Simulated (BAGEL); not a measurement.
**HF/3-21G (density fitting with qzvpp-jkfit) run of [Si2NH6]− (SMILES [SiH3][N-][SiH3])**

What is the vertical ionisation energy of [Si2NH6]− at HF/3-21G (density fitting with qzvpp-jkfit)? 

The results are computed with BAGEL 1.2.2.

3 further runs of the same task are left out: 1 that didn't finish, 2 set aside as unsound or not needed.

**1. The molecule**

The species is [Si2NH6]− (9 atoms), meant as a singlet with charge -1. SMILES: `[SiH3][N-][SiH3]`. The shape is that of a GFN2-xTB optimisation.

Bond lengths: Si1–N2 1.666 Å, N2–Si3 1.666 Å, Si1–H4 1.502 Å, Si1–H5 1.492 Å, Si1–H6 1.503 Å, Si3–H7 1.491 Å, Si3–H8 1.502 Å, Si3–H9 1.503 Å. Some angles: Si1–N2–Si3 137.5°, N2–Si1–H4 118.4°, N2–Si1–H5 108.4°, N2–Si1–H6 118.4°, N2–Si3–H7 108.4°, N2–Si3–H8 118.4°, N2–Si3–H9 118.4°, H4–Si1–H5 104.3°, H4–Si1–H6 101.4°, H5–Si1–H6 104.3°.

**2. The energy at HF/3-21G (density fitting with qzvpp-jkfit)**

The input, input.json:

```json
{ "bagel" : [

{
  "title" : "molecule",
  "basis" : "3-21g",
  "df_basis" : "qzvpp-jkfit",
  "angstrom" : true,
  "geometry" : [
    { "atom" : "Si", "xyz" : [      -0.698360,       1.051130,      -0.905720 ] },
    { "atom" : "N", "xyz" : [       0.561900,       0.137260,      -0.312440 ] },
    { "atom" : "Si", "xyz" : [       0.788820,      -1.029780,       0.854400 ] },
    { "atom" : "H", "xyz" : [      -1.847020,       0.341040,      -1.563290 ] },
    { "atom" : "H", "xyz" : [      -0.166370,       1.952870,      -1.968090 ] },
    { "atom" : "H", "xyz" : [      -1.418720,       1.972850,       0.037610 ] },
    { "atom" : "H", "xyz" : [       2.232040,      -1.405700,       0.869370 ] },
    { "atom" : "H", "xyz" : [       0.066700,      -2.338580,       0.704540 ] },
    { "atom" : "H", "xyz" : [       0.481000,      -0.681090,       2.283590 ] }
  ]
},

{
  "title" : "hf",
  "charge" : -1
},

{
  "title" : "print",
  "file" : "orbitals.molden",
  "orbitals" : true
}

]}
```

Started as:

```
$ BAGEL_NUM_THREADS=1 BAGEL input.json > input.out
```

The log of the run:

```text
* using 1 threads per process

  ===============================================================
  ===============================================================

  *** Geometry ***

  { "atom" : "Si", "xyz" : [     -1.319709,      1.986348,     -1.711563 ] },
  { "atom" : "N", "xyz" : [      1.061837,      0.259384,     -0.590426 ] },
  { "atom" : "Si", "xyz" : [      1.490654,     -1.946002,      1.614582 ] },
  { "atom" : "H", "xyz" : [     -3.490362,      0.644472,     -2.954190 ] },
  { "atom" : "H", "xyz" : [     -0.314394,      3.690389,     -3.719151 ] },
  { "atom" : "H", "xyz" : [     -2.680992,      3.728146,      0.071073 ] },
  { "atom" : "H", "xyz" : [      4.217944,     -2.656388,      1.642871 ] },
  { "atom" : "H", "xyz" : [      0.126045,     -4.419276,      1.331388 ] },
  { "atom" : "H", "xyz" : [      0.908958,     -1.287074,      4.315360 ] },

  Number of auxiliary basis functions:      441

  Since a DF basis is specified, we compute 2- and 3-index integrals:
    o Being stored without compression. Storage requirement is 0.008 GB

  Number of basis functions:       47
  Number of electrons      :       41

    * METHOD: MOLECULE                             0.13

  *** RHF ***

  === Nuclear Repulsion ===
   147.2928637377

      * DIIS with orbital gradients will be used.

  === RHF iteration (3-21g) ===
      0       -632.20241997          0.03130736           0.03
      1       -632.25886018          0.02719269           0.03
      2       -632.40185129          0.00157555           0.03
      3       -632.40274512          0.00013804           0.03
      4       -632.40275916          0.00003815           0.03
      5       -632.40276015          0.00001002           0.03
      6       -632.40276026          0.00000296           0.03
      7       -632.40276027          0.00000048           0.03
      8       -632.40276027          0.00000014           0.03
      9       -632.40276027          0.00000003           0.03
     10       -632.40276027          0.00000001           0.03
    * SCF iteration converged.

    * Permanent dipole moment:
           (    0.455494,     0.112343,    -0.251072) a.u.

    * METHOD: HF                                   0.40

    * METHOD: PRINT                                0.00

  ===============================================================
```

It took 0.7 s on 1 thread of Arm Neoverse V2, shared host; peak memory 0.081 GiB.

**3. Doublet neutral Si2NH6, same level**

The input, hf.json:

```json
{ "bagel": [

{
  "title": "molecule",
  "basis": "3-21g",
  "df_basis": "qzvpp-jkfit",
  "angstrom": true,
  "geometry": [
    { "atom": "Si", "xyz": [      -0.698360,       1.051130,      -0.905720 ] },
    { "atom": "N", "xyz": [       0.561900,       0.137260,      -0.312440 ] },
    { "atom": "Si", "xyz": [       0.788820,      -1.029780,       0.854400 ] },
    { "atom": "H", "xyz": [      -1.847020,       0.341040,      -1.563290 ] },
    { "atom": "H", "xyz": [      -0.166370,       1.952870,      -1.968090 ] },
    { "atom": "H", "xyz": [      -1.418720,       1.972850,       0.037610 ] },
    { "atom": "H", "xyz": [       2.232040,      -1.405700,       0.869370 ] },
    { "atom": "H", "xyz": [       0.066700,      -2.338580,       0.704540 ] },
    { "atom": "H", "xyz": [       0.481000,      -0.681090,       2.283590 ] }
  ]
},

{ "title": "uhf", "nopen": 1 },

{ "title": "print", "file": "orbitals.molden", "orbitals": true }

]}
```

Started as:

```
$ BAGEL_NUM_THREADS=1 BAGEL hf.json > hf.out
```

The log of the run:

```text
* using 1 threads per process

  ===============================================================
  ===============================================================

  *** Geometry ***

  { "atom" : "Si", "xyz" : [     -1.319709,      1.986348,     -1.711563 ] },
  { "atom" : "N", "xyz" : [      1.061837,      0.259384,     -0.590426 ] },
  { "atom" : "Si", "xyz" : [      1.490654,     -1.946002,      1.614582 ] },
  { "atom" : "H", "xyz" : [     -3.490362,      0.644472,     -2.954190 ] },
  { "atom" : "H", "xyz" : [     -0.314394,      3.690389,     -3.719151 ] },
  { "atom" : "H", "xyz" : [     -2.680992,      3.728146,      0.071073 ] },
  { "atom" : "H", "xyz" : [      4.217944,     -2.656388,      1.642871 ] },
  { "atom" : "H", "xyz" : [      0.126045,     -4.419276,      1.331388 ] },
  { "atom" : "H", "xyz" : [      0.908958,     -1.287074,      4.315360 ] },

  Number of auxiliary basis functions:      441

  Since a DF basis is specified, we compute 2- and 3-index integrals:
    o Being stored without compression. Storage requirement is 0.008 GB

  Number of basis functions:       47
  Number of electrons      :       41

    * METHOD: MOLECULE                             0.13

  *** Open-shell HF ***

  === Nuclear Repulsion ===
   147.2928637377

      * DIIS with orbital gradients will be used.

  === UHF iteration (3-21g) ===
      0       -632.16704520          0.04988339           0.06
      1       -632.26757327          0.03788603           0.06
      2       -632.32401463          0.02491782           0.05
      3       -632.35485783          0.00327356           0.06
      4       -632.35807911          0.00057804           0.06
      5       -632.35827039          0.00012917           0.06
      6       -632.35832700          0.00003548           0.06
      7       -632.35834709          0.00002113           0.06
      8       -632.35835370          0.00001361           0.05
      9       -632.35835508          0.00001129           0.06
     10       -632.35835528          0.00001098           0.06
     11       -632.35835540          0.00001087           0.06
     12       -632.35835588          0.00001050           0.06
     13       -632.35835696          0.00000957           0.06
     14       -632.35835865          0.00000794           0.06
     15       -632.35836059          0.00000492           0.06
     16       -632.35836113          0.00000193           0.06
     17       -632.35836118          0.00000046           0.05
     18       -632.35836118          0.00000041           0.06
     19       -632.35836118          0.00000023           0.05
     20       -632.35836118          0.00000009           0.06
     21       -632.35836118          0.00000004           0.06
     22       -632.35836118          0.00000003           0.06
     23       -632.35836118          0.00000001           0.06
    * SCF iteration converged.

    * S^2 (UHF) is 0.7605

    * Permanent dipole moment:
           (    0.471144,     0.127750,    -0.246495) a.u.

    * METHOD: UHF                                  1.43

    * METHOD: PRINT                                0.00

  ===============================================================
```

Wall time 1.7 s (1 thread of Arm Neoverse V2, shared host); peak memory 0.081 GiB.

**4. Results**

Level: HF/3-21G (density fitting with qzvpp-jkfit).

```
                                                                quantity          value
                                         singlet [Si2NH6]−: total energy  -632.40276 Eh
                                          singlet [Si2NH6]−: HOMO energy       -3.48 eV
                                          singlet [Si2NH6]−: LUMO energy        9.83 eV
singlet [Si2NH6]−: HOMO–LUMO gap (to an unbound level, set by the basis)       13.31 eV
                                    doublet neutral Si2NH6: total energy  -632.35836 Eh
                                   doublet neutral Si2NH6: dipole moment         1.39 D
                                            doublet neutral Si2NH6: ⟨S²⟩          0.760
                     vertical detachment energy (to the doublet neutral)       1.208 eV
```

In words: Removing an electron at fixed nuclei costs 1.21 eV (117 kJ/mol). The negative HOMO energy of the first species, 3.48 eV, lies 2.27 eV above that difference.
